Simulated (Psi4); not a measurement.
# AlH2OF (SMILES [OH][AlH][F]): levels of theory compared

Wanted: a comparison of 6 runs (HF/3-21G, HF/def2-SVP, B3LYP/6-31G*, PBE0/def2-SVP, PBE/cc-pVTZ, MP2/STO-3G) of AlH2OF. 

The results are computed with Psi4 1.11.

## (1) The molecule

AlH2OF has 5 atoms, charge 0, and is taken as a singlet. As SMILES, `[OH][AlH][F]`. The shape comes from GFN2-xTB, which is rough for such elements, and wasn't checked as a minimum. This is one conformer, not always the lowest.

Bond lengths: O1–Al2 1.635 Å, Al2–F3 1.650 Å, O1–H4 0.946 Å, Al2–H5 1.492 Å. Angles: O1–Al2–F3 123.4°, O1–Al2–H5 119.8°, F3–Al2–H5 116.9°, Al2–O1–H4 177.6°.

## (2) Energy and forces at HF/3-21G (run 1)

Input file job.json:

```json
{
  "schema_name": "qcschema_input",
  "schema_version": 1,
  "molecule": {
    "schema_name": "qcschema_molecule",
    "schema_version": 2,
    "symbols": ["O", "Al", "F", "H", "H"],
    "geometry": [-1.93077098, 0.61569167, -0.61845067, 0.89378377, -0.2628798, 0.27230953, 1.47168091, -2.96101186, 1.72354361, -3.53594214, 1.18801412, -1.16091545, 3.10122954, 1.42018587, -0.21648702],
    "molecular_charge": 0,
    "molecular_multiplicity": 1,
    "fix_symmetry": "c1",
    "fix_com": true,
    "fix_orientation": true
  },
  "driver": "gradient",
  "model": {
    "method": "scf",
    "basis": "3-21G"
  },
  "keywords": {
    "reference": "rhf",
    "puream": true,
    "e_convergence": 1e-09,
    "d_convergence": 1e-08,
    "scf_type": "pk",
    "scf_properties": ["MAYER_INDICES", "LOWDIN_CHARGES", "QUADRUPOLE"]
  }
}
```

Command:

```sh
$ psi4 --qcschema job.json -n 1 --memory 1600MB
```

stdout:

```text
[...]
  Running in c1 symmetry.
[...]
  Nuclear repulsion =  100.879089164289994
[...]
  Multiplicity = 1
[...]
  Nalpha       = 16
  Nbeta        = 16
[...]
    Number of basis functions: 35
[...]
   @RHF iter   1:  -415.12277026650685   -1.10556e+00   1.55755e-02 DIIS/ADIIS
[...]
   @RHF iter  10:  -415.22405179536099   -3.24007e-12   6.90680e-09 DIIS
[...]
    Orbital Energies [Eh]
    ---------------------
    Doubly Occupied:
       1A    -58.080787     2A    -26.081489     3A    -20.416960
       4A     -4.889021     5A     -3.194463     6A     -3.193568
       7A     -3.193278     8A     -1.495841     9A     -1.287891
      10A     -0.717659    11A     -0.616864    12A     -0.581501
      13A     -0.576659    14A     -0.505969    15A     -0.487642
      16A     -0.459067
[...]
  @RHF Final Energy:  -415.22405179536099
   => Energetics <=
    Nuclear Repulsion Energy =            100.8790891642899936
    One-Electron Energy =                -780.6489635692798856
    Two-Electron Energy =                 264.5458226096288854
    Total Energy =                       -415.2240517953609924
[...]
  -Total Gradient:
     Atom            X                  Y                   Z
    ------   -----------------  -----------------  -----------------
       1        0.004275924574     0.003711286221    -0.001122587115
       2        0.015775392180     0.008931607635    -0.002147532383
       3        0.006654720315     0.000467608871     0.000897085070
       4       -0.002048769806     0.002940668535    -0.001794422071
       5       -0.024657267263    -0.016051171263     0.004167456498
[...]
```

The result, in JSON:

```text
{
 "driver": "gradient",
 "model": {
  "method": "scf",
  "basis": "3-21G"
 },
 "success": true,
 "return_result": [0.004275924574425105, 0.003711286220732052, -0.001122587115206894, 0.015775392180139527, 0.008931607635374718, -0.0021475323825087354, 0.006654720315166729, 0.0004676088714137827, 0.0008970850704841798, -0.0020487698059782344, 0.0029406685348277173, -0.0017944220709349423, -0.024657267262780155, -0.016051171263085515, 0.004167456497635308],
 "properties": {
  "calcinfo_nbasis": 35,
  "calcinfo_nmo": 35,
  "calcinfo_nalpha": 16,
  "calcinfo_nbeta": 16,
  "calcinfo_natom": 5,
  "nuclear_repulsion_energy": 100.87908916429,
  "return_energy": -415.224051795361,
  "return_gradient": [0.004275924574425105, 0.003711286220732052, -0.001122587115206894, 0.015775392180139527, 0.008931607635374718, -0.0021475323825087354, 0.006654720315166729, 0.0004676088714137827, 0.0008970850704841798, -0.0020487698059782344, 0.0029406685348277173, -0.0017944220709349423, -0.024657267262780155, -0.016051171263085515, 0.004167456497635308],
  "scf_one_electron_energy": -780.6489635692799,
  "scf_two_electron_energy": 264.5458226096289,
  "scf_dipole_moment": [-0.6290860643714211, 0.6615103244246114, -0.4371420427157009],
  "scf_total_energy": -415.224051795361,
  "scf_total_gradient": [0.004275924574425105, 0.003711286220732052, -0.001122587115206894, 0.015775392180139527, 0.008931607635374718, -0.0021475323825087354, 0.006654720315166729, 0.0004676088714137827, 0.0008970850704841798, -0.0020487698059782344, 0.0029406685348277173, -0.0017944220709349423, -0.024657267262780155, -0.016051171263085515, 0.004167456497635308],
  "scf_iterations": 10
 }
}
```

It took 1.5 s on 1 thread of Intel Xeon 6975P-C (Granite Rapids), shared host; peak memory 0.18 GiB.

## (3) The energy at HF/def2-SVP (run 2)

Edit job.json of step 2 so:

```diff
@@ -10,10 +10,8 @@
     "molecular_multiplicity": 1,
-    "fix_symmetry": "c1",
-    "fix_com": true,
-    "fix_orientation": true
+    "fix_symmetry": "c1"
   },
-  "driver": "gradient",
+  "driver": "energy",
   "model": {
     "method": "scf",
-    "basis": "3-21G"
+    "basis": "def2-SVP"
   },
@@ -24,4 +22,3 @@
     "d_convergence": 1e-08,
-    "scf_type": "pk",
-    "scf_properties": ["MAYER_INDICES", "LOWDIN_CHARGES", "QUADRUPOLE"]
+    "scf_type": "pk"
   }
```

Command:

```sh
$ psi4 --qcschema job.json -n 1 --memory 1600MB
```

stdout:

```text
[...]
  Running in c1 symmetry.
[...]
  Nuclear repulsion =  100.879089164289994
[...]
  Multiplicity = 1
[...]
  Nalpha       = 16
  Nbeta        = 16
[...]
    Number of basis functions: 56
[...]
   @RHF iter   1:  -417.16714706968168   -1.06263e+00   1.02635e-02 ADIIS/DIIS
[...]
   @RHF iter  11:  -417.28873327413964   -4.54747e-13   2.35495e-09 DIIS
[...]
    Orbital Energies [Eh]
    ---------------------
    Doubly Occupied:
       1A    -58.469128     2A    -26.233293     3A    -20.538000
       4A     -4.903971     5A     -3.223727     6A     -3.222774
       7A     -3.221067     8A     -1.498937     9A     -1.294714
      10A     -0.737323    11A     -0.656055    12A     -0.614240
      13A     -0.611730    14A     -0.523087    15A     -0.515798
      16A     -0.473142
[...]
  @RHF Final Energy:  -417.28873327413964
   => Energetics <=
    Nuclear Repulsion Energy =            100.8790891642899936
    One-Electron Energy =                -782.8616721289077987
    Two-Electron Energy =                 264.6938496904781459
    Total Energy =                       -417.2887332741396449
[...]
 Multipole Moments:
 ------------------------------------------------------------------------------------
     Multipole            Electronic (a.u.)      Nuclear  (a.u.)        Total (a.u.)
 ------------------------------------------------------------------------------------
 L = 1.  Multiply by 2.5417464519 to convert [e a0] to [Debye]
 Dipole X            :          0.7787401           -1.3954114           -0.6166713
 Dipole Y            :         -2.2890024            2.9063896            0.6173872
 Dipole Z            :          1.2681606           -1.6810587           -0.4128982
 Magnitude           :                                                    0.9653680
[...]
```

The result, in JSON:

```text
{
 "driver": "energy",
 "model": {
  "method": "scf",
  "basis": "def2-SVP"
 },
 "success": true,
 "return_result": -417.28873327413964,
 "properties": {
  "calcinfo_nbasis": 56,
  "calcinfo_nmo": 56,
  "calcinfo_nalpha": 16,
  "calcinfo_nbeta": 16,
  "calcinfo_natom": 5,
  "nuclear_repulsion_energy": 100.87908916429,
  "return_energy": -417.28873327413964,
  "scf_one_electron_energy": -782.8616721289078,
  "scf_two_electron_energy": 264.69384969047815,
  "scf_dipole_moment": [-0.6166713344025778, 0.6173872134109635, -0.4128981588016105],
  "scf_total_energy": -417.28873327413964,
  "scf_iterations": 11
 }
}
```

Run time: 1.6 s. Hardware: 1 thread of Intel Xeon 6975P-C (Granite Rapids), shared host; peak memory 0.2 GiB.

Runs 3 to 4 aren't shown in full; the table further down has their settings and results.

## (4) Energy and forces at PBE/cc-pVTZ (run 5)

Input file calc.py:

```python
import psi4

psi4.set_memory('1600 MB')
psi4.set_num_threads(1)
psi4.core.set_output_file('output.dat', False)

m = psi4.geometry("""
O
Al 1 1.634759
F 2 1.649808 1 123.35483
H 1 0.946384 3 153.94979 2 -179.96454
H 2 1.491534 1 119.75182 3 -179.81121
symmetry c1
no_reorient
no_com
""")

psi4.set_options(dict(puream=True, e_convergence=1e-09, d_convergence=1e-08, scf_type='pk', dft_radial_points=99, dft_spherical_points=590))

e, wfn = psi4.gradient('pbe/cc-pVTZ', molecule=m, return_wfn=True)
psi4.oeprop(wfn, 'LOWDIN_CHARGES', 'QUADRUPOLE', 'WIBERG_LOWDIN_INDICES', title='PBE')
print('gradient / Eh bohr^-1')
print(e.np.round(6))
print(f'energy = {wfn.energy():.10f} Eh')
for k, v in sorted(psi4.core.scalar_variables().items()):
    print(f'{k:45s} {v:18.10f}')
```

Command:

```sh
$ python calc.py
```

output.dat:

```text
[...]
  Running in c1 symmetry.
[...]
  Nuclear repulsion =  100.879098286272679
[...]
  Multiplicity = 1
[...]
  Nalpha       = 16
  Nbeta        = 16
[...]
    Number of basis functions: 122
[...]
   @RKS iter   1:  -418.21090808103577   -2.62418e-01   8.57060e-03 ADIIS/DIIS
[...]
   @RKS iter  12:  -418.57698742274260   -1.47793e-12   1.29457e-09 DIIS
[...]
    Orbital Energies [Eh]
    ---------------------
    Doubly Occupied:
       1A    -55.402319     2A    -24.214896     3A    -18.745185
       4A     -3.942378     5A     -2.549913     6A     -2.543006
       7A     -2.541402     8A     -1.036356     9A     -0.898745
      10A     -0.497994    11A     -0.388619    12A     -0.345763
      13A     -0.343619    14A     -0.306867    15A     -0.293253
      16A     -0.277246
[...]
  @RKS Final Energy:  -418.57698742274260
   => Energetics <=
    Nuclear Repulsion Energy =            100.8790982862726793
    One-Electron Energy =                -783.0489868510777569
    Two-Electron Energy =                 301.8427871920903840
    DFT Exchange-Correlation Energy =     -38.2498860500279108
    Empirical Dispersion Energy =           0.0000000000000000
    VV10 Nonlocal Energy =                  0.0000000000000000
    Total Energy =                       -418.5769874227426044
[...]
  -Total Gradient:
     Atom            X                  Y                   Z
    ------   -----------------  -----------------  -----------------
       1       -0.000036096711     0.001578118933     0.013588725541
       2        0.000082045505     0.007189364653    -0.001103867433
       3       -0.000051408129     0.013154836830    -0.005767588898
       4       -0.000012845239     0.000958827151     0.007393575108
       5        0.000019433547    -0.022849820454    -0.014163121838
[...]
```

On the terminal:

```text
gradient / Eh bohr^-1
[[-3.6000e-05  1.5780e-03  1.3589e-02]
 [ 8.2000e-05  7.1890e-03 -1.1040e-03]
 [-5.1000e-05  1.3155e-02 -5.7680e-03]
 [-1.3000e-05  9.5900e-04  7.3940e-03]
 [ 1.9000e-05 -2.2850e-02 -1.4163e-02]]
energy = -418.5769874227 Eh
CURRENT ENERGY                                   -418.5769874227
CURRENT REFERENCE ENERGY                         -418.5769874227
DD SOLVATION ENERGY                                 0.0000000000
DFT FUNCTIONAL TOTAL ENERGY                      -418.5769874227
DFT TOTAL ENERGY                                 -418.5769874227
DFT VV10 ENERGY                                     0.0000000000
DFT XC ENERGY                                     -38.2498860500
GRID ELECTRONS ALPHA                               15.9999992388
GRID ELECTRONS BETA                                15.9999992388
GRID ELECTRONS TOTAL                               31.9999984777
NUCLEAR REPULSION ENERGY                          100.8790982863
ONE-ELECTRON ENERGY                              -783.0489868511
PCM POLARIZATION ENERGY                             0.0000000000
PE ENERGY                                           0.0000000000
SCF ITERATION ENERGY                             -418.5769874227
SCF ITERATIONS                                     12.0000000000
SCF TOTAL ENERGY                                 -418.5769874227
TWO-ELECTRON ENERGY                               301.8427871921
XC GRID RADIAL POINTS                              99.0000000000
XC GRID SPHERICAL POINTS                          590.0000000000
XC GRID TOTAL POINTS                           281175.0000000000
```

Run time: 30 s. Hardware: 1 thread of Intel Xeon 6975P-C (Granite Rapids), shared host; peak memory 0.95 GiB.

## (5) A single-point energy at MP2/STO-3G (run 6)

Input file alfh2o.dat:

```
memory 1600 MB

molecule {
  0 1
  O     -1.021720     0.325810    -0.327270
  Al     0.472970    -0.139110     0.144100
  F      0.778780    -1.566900     0.912060
  H     -1.871140     0.628670    -0.614330
  H      1.641100     0.751530    -0.114560
  symmetry c1
}

set basis STO-3G
set puream true
set e_convergence 1e-09
set d_convergence 1e-08
set scf_type pk
set num_frozen_docc 7
set mp2_type conv

e_tot, wfn = energy("mp2", return_wfn=True)
```

Command:

```sh
$ psi4 -n 1 alfh2o.dat alfh2o.out
```

alfh2o.out:

```text
[...]
  Running in c1 symmetry.
[...]
  Nuclear repulsion =  100.879089140493420
[...]
  Multiplicity = 1
[...]
  Nalpha       = 16
  Nbeta        = 16
[...]
    Number of basis functions: 21
[...]
   @RHF iter   1:  -411.99185151196684   -1.94679e+00   1.62892e-02 DIIS/ADIIS
[...]
   @RHF iter  10:  -412.09217553803109   -2.78533e-12   8.57347e-09 DIIS
[...]
  @RHF Final Energy:  -412.09217553803109
   => Energetics <=
    Nuclear Repulsion Energy =            100.8790891404934200
    One-Electron Energy =                -780.8100925343267136
    Two-Electron Energy =                 267.8388278558022080
    Total Energy =                       -412.0921755380310856
[...]
 Multipole Moments:
 ------------------------------------------------------------------------------------
     Multipole            Electronic (a.u.)      Nuclear  (a.u.)        Total (a.u.)
 ------------------------------------------------------------------------------------
 L = 1.  Multiply by 2.5417464519 to convert [e a0] to [Debye]
 Dipole X            :          1.0651874           -1.3954114           -0.3302241
 Dipole Y            :         -2.5912847            2.9063896            0.3151049
 Dipole Z            :          1.4661063           -1.6810587           -0.2149525
 Magnitude           :                                                    0.5045232
[...]
	SCS-MP2 Total Energy (a.u.)        :  -412.16807934610205
	SOS-MP2 Total Energy (a.u.)        :  -412.16405173472816
	SCSN-MP2 Total Energy (a.u.)       :  -412.11344132608514
[...]
	SOS-PI-MP2 Total Energy (a.u.)     :  -412.17603110084428
[...]
	MP2 Total Energy (a.u.)            :  -412.16415520273358
[...]
```

It took 1.3 s on 1 thread of Intel Xeon 6975P-C (Granite Rapids), shared host; peak memory 0.18 GiB.

## (6) All runs side by side

| run | level | task | Cartesian functions | energy (Eh) | dipole moment (D) | HOMO energy (eV) | LUMO energy (eV) | wall time |
| --- | --- | --- | --- | --- | --- | --- | --- | --- |
| 1 | HF/3-21G | gradient | no | -415.224052 | 2.57 | -12.49 | 2.71 | 1.5 s |
| 2 | HF/def2-SVP | energy | no | -417.288733 | 2.45 | -12.87 | 2.74 | 1.6 s |
| 3 | B3LYP/6-31G* (Cartesian functions) | gradient | yes | -418.805346 | 2.29 | -8.60 | -0.20 | 6.3 s |
| 4 | PBE0/def2-SVP | gradient | no | -418.303019 | 2.36 | -8.98 | 0.05 | 6.3 s |
| 5 | PBE/cc-pVTZ | gradient | no | -418.576987 | 2.20 | -7.54 | -1.00 | 30 s |
| 6 | MP2/STO-3G | energy | no | -412.164155 | – | -8.15 | 10.34 | 1.3 s |

## (7) Outcome

| quantity | value |
| --- | --- |
| run 6: total energy | -412.16416 Eh |
| run 6: HOMO energy (Hartree–Fock orbitals) | -8.15 eV |
| run 6: LUMO energy (Hartree–Fock orbitals) | 10.34 eV |
| run 6: HOMO–LUMO gap (Hartree–Fock orbitals) | 18.50 eV |
| run 6: correlation energy (7 core orbitals frozen) | -72.0 mEh |

In words: Over runs 1, 2, 3, 4, 5 the dipole moment (its size) runs from 2.20 D (PBE/cc-pVTZ) to 2.57 D (HF/3-21G). The two ends differ in method and basis. Over runs 1, 2, 3, 4, 5 the HOMO–LUMO gap runs from 6.55 eV (PBE/cc-pVTZ) to 15.61 eV (HF/def2-SVP). Totals of different functionals can't be ranked against each other. In run 6 the basis is minimal, so the values are rough. All runs together took 47 s, the longest 30 s.
